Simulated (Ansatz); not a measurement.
`N=C(CF)CF` and `N=C(CN)CF` differ in one atom or group.

Ansatz, PBE0-D4/def2-TZVP geometries, multiplicity 1. Each molecule was computed in one conformer, which needn't be the lowest.

```tsv
property	`N=C(CF)CF`
HOMO–LUMO gap (PBE/def2-TZVPP) / eV	4.85
HOMO energy (PBE/def2-TZVPP) / eV	-6.49
LUMO energy (B3LYP/def2-TZVPP) / eV	-0.82
size of the dipole moment (ωB97M-V/def2-TZVPP) / D	1.32
LUMO energy (ωB97M-V/def2-TZVPP) / eV	1.69
HOMO energy (ωB97M-V/def2-TZVPP) / eV	-10.47
```

Question: Give the same properties after the change, and the shifts. (Best estimate.)

Answer: Computed: 
```json
{"property": "HOMO–LUMO gap (PBE/def2-TZVPP) / eV", "`N=C(CN)CF`": "4.80", "shift": "-0.05"}
{"property": "HOMO energy (PBE/def2-TZVPP) / eV", "`N=C(CN)CF`": "-5.99", "shift": "0.50"}
{"property": "LUMO energy (B3LYP/def2-TZVPP) / eV", "`N=C(CN)CF`": "-0.36", "shift": "0.46"}
{"property": "size of the dipole moment (ωB97M-V/def2-TZVPP) / D", "`N=C(CN)CF`": "2.74", "shift": "1.42"}
{"property": "LUMO energy (ωB97M-V/def2-TZVPP) / eV", "`N=C(CN)CF`": "1.98", "shift": "0.29"}
{"property": "HOMO energy (ωB97M-V/def2-TZVPP) / eV", "`N=C(CN)CF`": "-9.91", "shift": "0.56"}
```

With PBE0 the HOMO rises by 0.56 eV and the LUMO rises by 0.46 eV, so the gap narrows by about 0.10 eV. PBE moves the HOMO by 0.50 eV and ωB97M-V by 0.56 eV. Dipoles are sizes alone; their direction can turn.

B3LYP here is the variant with VWN-RPA as its local correlation; programs differ in this.
